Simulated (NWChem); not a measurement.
System: AlCl₃; SMILES [Cl][Al]([Cl])[Cl]

Input file for NWChem:

```
start job
memory heap 200 mb stack 900 mb global 1100 mb
geometry units angstroms noautoz
  Al     0.000000     0.000000     0.002297
  Cl    -2.037473     0.455994    -0.000159
  Cl     1.413639     1.536506    -0.000159
  Cl     0.623834    -1.992500    -0.000159
end
basis spherical
  Al library 6-31g*
  Cl library 6-31g*
end
dft
  xc kt2
  iterations 150
  mulliken
end
task dft energy
```

NWChem printed, in part:

```
             Northwest Computational Chemistry Package (NWChem) 7.3.0
             --------------------------------------------------------

 C3H symmetry detected

                             Geometry "geometry" -> ""
                             -------------------------

 Output coordinates in angstroms (scale by  1.889725989 to convert to a.u.)

  No.       Tag          Charge          X              Y              Z
 ---- ---------------- ---------- -------------- -------------- --------------
    1 Al                  13.0000     0.00000000     0.00000000     0.00000000
    2 Cl                  17.0000     0.52528194     2.02071888     0.00000000
    3 Cl                  17.0000     1.48735292    -1.46526694     0.00000000
    4 Cl                  17.0000    -2.01263486    -0.55545194     0.00000000

 Effective nuclear repulsion energy (a.u.)     294.9078004045

      Symmetry information
      --------------------

 Group name             C3h
 Group number             22
 Group order               6
 No. of unique centers     2

                                 NWChem DFT Module
                                 -----------------

 Summary of "ao basis" -> "ao basis" (spherical)
 ------------------------------------------------------------------------------
       Tag                 Description            Shells   Functions and Types
 ---------------- ------------------------------  ------  ---------------------
 Al                          6-31g*                  8       18   4s3p1d
 Cl                          6-31g*                  8       18   4s3p1d

      Symmetry analysis of basis
      --------------------------

        a'         18
        e'+        17
        e'-        17
        a"          8
        e"+         6
        e"-         6

  Rotation of axis

            General Information
            -------------------
          SCF calculation type: DFT
          Wavefunction type:  closed shell.
          No. of atoms     :     4
          No. of electrons :    64
           Alpha electrons :    32
            Beta electrons :    32
          Charge           :     0
          Spin multiplicity:     1
          Use of symmetry is: on ; symmetry adaption is: on
          Maximum number of iterations: 150
          AO basis - number of functions:    72
                     number of shells:    32
          Convergence on energy requested:  1.00D-06
          Convergence on density requested:  1.00D-05
          Convergence on gradient requested:  5.00D-04

              XC Information
              --------------
                          KT2 Method XC Functional
                        Slater Exchange Functional  1.072 local
                           KT1 gradient correction  1.000 non-local
            Perdew 1991 LDA Correlation Functional  0.577 local

             Grid Information
             ----------------
          Grid used for XC integration:  medium
          Radial quadrature: Mura-Knowles
          Angular quadrature: Lebedev.
          Tag              B.-S. Rad. Rad. Pts. Rad. Cut. Ang. Pts.
          ---              ---------- --------- --------- ---------
          Al                  1.25       88           8.0       590
          Cl                  1.00       88          10.0       590
          Grid pruning is: on
          Number of quadrature shells:   176
          Spatial weights used:  Erf1

      Superposition of Atomic Density Guess
      -------------------------------------

 Sum of atomic energies:       -1620.21039885

      Non-variational initial energy
      ------------------------------

 Total energy =   -1620.857038
 1-e energy   =   -2829.817984
 2-e energy   =     914.053146
 HOMO         =      -0.442928
 LUMO         =      -0.024572

      Symmetry analysis of molecular orbitals - initial
      -------------------------------------------------

  Numbering of irreducible representations:

     1 a'          2 e'+         3 e'-         4 a"          5 e"+
     6 e"-

  Orbital symmetries:

     1 a'          2 e'+         3 e'+         4 a'          5 a'
     6 e'+         7 e'+         8 a'          9 e'+        10 e'+
    11 a"         12 e'+        13 e'+        14 a'         15 e"+
    16 e"+        17 a'         18 e'+        19 e'+        20 a"
    21 a'         22 e'+        23 e'+        24 a'         25 e'+
    26 e'+        27 a"         28 e'+        29 e'+        30 e"+
    31 e"+        32 a'         33 a'         34 a"         35 e'+
    36 e'+        37 a'         38 a"         39 e'+        40 e'+
    41 e'+        42 e'+

     ---------------------------------------------
      Total Density - Mulliken Population Analysis
     ---------------------------------------------

    Atom       Charge   Shell Charges
 -----------   ------   -------------------------------------------------------
    1 Al  13    11.74   2.00  2.00  5.97  0.67  0.74  0.08  0.08  0.20
    2 Cl  17    17.42   2.00  2.00  5.98  1.38  3.73  0.55  1.78  0.01
    3 Cl  17    17.42   2.00  2.00  5.98  1.38  3.73  0.55  1.78  0.01
    4 Cl  17    17.42   2.00  2.00  5.98  1.38  3.73  0.55  1.78  0.01

   convergence    iter        energy       DeltaE   RMS-Dens  Diis-err
 ---------------- ----- ----------------- --------- --------- ---------
 d= 0,ls=0.0,diis     1  -1635.5363487729 -1.93D+03  2.33D-02  2.88D-01
 d= 0,ls=0.0,diis     2  -1635.4580171931  7.83D-02  1.32D-02  8.18D-01
 d= 0,ls=0.0,diis     3  -1635.5963428838 -1.38D-01  1.36D-03  3.22D-03
 d= 0,ls=0.0,diis     4  -1635.5967182911 -3.75D-04  4.41D-04  9.29D-04
 d= 0,ls=0.0,diis     5  -1635.5968579429 -1.40D-04  2.89D-05  4.74D-06
 d= 0,ls=0.0,diis     6  -1635.5968586393 -6.96D-07  2.41D-06  2.27D-08

         Total DFT energy =    -1635.596858639252
      One electron energy =    -2832.510436896708
           Coulomb energy =     1018.113046355469
    Exchange-Corr. energy =     -116.107268502484
 Nuclear repulsion energy =      294.907800404471

 Numeric. integr. density =       63.999999678853

                  Occupations of the irreducible representations
                  ----------------------------------------------

                     irrep           alpha         beta
                     --------     --------     --------
                     a'                9.0          9.0
                     e'+              16.0         16.0
                     e'-               0.0          0.0
                     a"                3.0          3.0
                     e"+               4.0          4.0
                     e"-               0.0          0.0

                       DFT Final Molecular Orbital Analysis
                       ------------------------------------

 Vector   30  Occ=2.000000D+00  E=-3.130982D-01  Symmetry=e"+
              MO Center= -1.0D+00,  8.4D-02,  1.4D-15, r^2= 4.3D+00
   Bfn.  Coefficient  Atom+Function         Bfn.  Coefficient  Atom+Function
  ----- ------------  ---------------      ----- ------------  ---------------
    63      0.582583  4 Cl pz                27     -0.381079  2 Cl pz
    67      0.318947  4 Cl pz                59     -0.224672  4 Cl pz
    31     -0.208629  2 Cl pz                45     -0.201504  3 Cl pz
    23      0.146963  2 Cl pz                49     -0.110317  3 Cl pz
    41      0.077710  3 Cl pz                17      0.061830  1 Al d  1

 Vector   31  Occ=2.000000D+00  E=-3.130982D-01  Symmetry=e"+
              MO Center=  1.0D+00, -8.4D-02, -5.9D-16, r^2= 4.3D+00
   Bfn.  Coefficient  Atom+Function         Bfn.  Coefficient  Atom+Function
  ----- ------------  ---------------      ----- ------------  ---------------
    45      0.556371  3 Cl pz                27     -0.452693  2 Cl pz
    49      0.304596  3 Cl pz                31     -0.247836  2 Cl pz
    41     -0.214564  3 Cl pz                23      0.174580  2 Cl pz
    63     -0.103678  4 Cl pz                15     -0.061830  1 Al d -1
    67     -0.056761  4 Cl pz                59      0.039983  4 Cl pz

 Vector   32  Occ=2.000000D+00  E=-2.964746D-01  Symmetry=a'
              MO Center= -8.9D-15, -1.5D-13,  3.2D-21, r^2= 5.5D+00
   Bfn.  Coefficient  Atom+Function         Bfn.  Coefficient  Atom+Function
  ----- ------------  ---------------      ----- ------------  ---------------
    25      0.422433  2 Cl px                62      0.420743  4 Cl py
    44     -0.310932  3 Cl py                43     -0.306315  3 Cl px
    29      0.225329  2 Cl px                66      0.224427  4 Cl py
    48     -0.165854  3 Cl py                47     -0.163391  3 Cl px
    21     -0.161794  2 Cl px                58     -0.161147  4 Cl py

 Vector   33  Occ=0.000000D+00  E=-9.400070D-02  Symmetry=a'
              MO Center= -8.7D-15,  1.6D-16,  1.2D-16, r^2= 4.4D+00
   Bfn.  Coefficient  Atom+Function         Bfn.  Coefficient  Atom+Function
  ----- ------------  ---------------      ----- ------------  ---------------
    10      1.049390  1 Al s                  6      0.604064  1 Al s
    28     -0.307410  2 Cl s                 46     -0.307410  3 Cl s
    64     -0.307410  4 Cl s                 30      0.290839  2 Cl py
    65     -0.289675  4 Cl px                26      0.283485  2 Cl py
    61     -0.282350  4 Cl px                47      0.214072  3 Cl px

 Vector   34  Occ=0.000000D+00  E=-8.087103D-02  Symmetry=a"
              MO Center= -6.0D-15,  8.0D-16,  2.0D-16, r^2= 3.7D+00
   Bfn.  Coefficient  Atom+Function         Bfn.  Coefficient  Atom+Function
  ----- ------------  ---------------      ----- ------------  ---------------
     9      0.735575  1 Al pz                13      0.478774  1 Al pz
    27     -0.234391  2 Cl pz                45     -0.234391  3 Cl pz
    63     -0.234391  4 Cl pz                 5     -0.214377  1 Al pz
    31     -0.210024  2 Cl pz                49     -0.210024  3 Cl pz
    67     -0.210024  4 Cl pz                23      0.085843  2 Cl pz

[...]
```

Level: KT2/6-31G* (spherical d). Structure relaxed at the B3LYP/6-31G* (spherical d) level.
